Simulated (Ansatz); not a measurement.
A run of Ansatz (development build ahead of 0.2.0) on singlet NF₃ at this shape:

```yaml
atoms:
  - { symbol: N, position_ang: [-0.0001, -0.0010, 0.4673] }
  - { symbol: F, position_ang: [1.2166, -0.0007, -0.1210] }
  - { symbol: F, position_ang: [-0.6089, 1.0552, -0.1208] }
  - { symbol: F, position_ang: [-0.6092, -1.0534, -0.1213] }
```

Its results:

- Converged: yes
- Total energy: -352.55581 hartree
- Spin squared of the determinant: 0.000

(1) Which input gives this output? Name the method, the orbitals and the basis set, and write the input.

Results:

(1) RHF in cc-pVDZ. An unrestricted run that stays on the closed shell gives the same numbers.

```yaml
crystal:
  periodic: [false, false, false]
  atoms:
    - { symbol: "N", position_ang: [-7.0e-05, -0.00099, 0.46732] }
    - { symbol: F, position_ang: [1.21664, -0.00069, -0.12101] }
    - { symbol: F, position_ang: [-0.60886, 1.0552, -0.12084] }
    - { symbol: F, position_ang: [-0.60917, -1.0534, -0.12126] }
basis:
  gaussian: { orbitals: cc-pVDZ }
hamiltonian:
  xc: hf
```
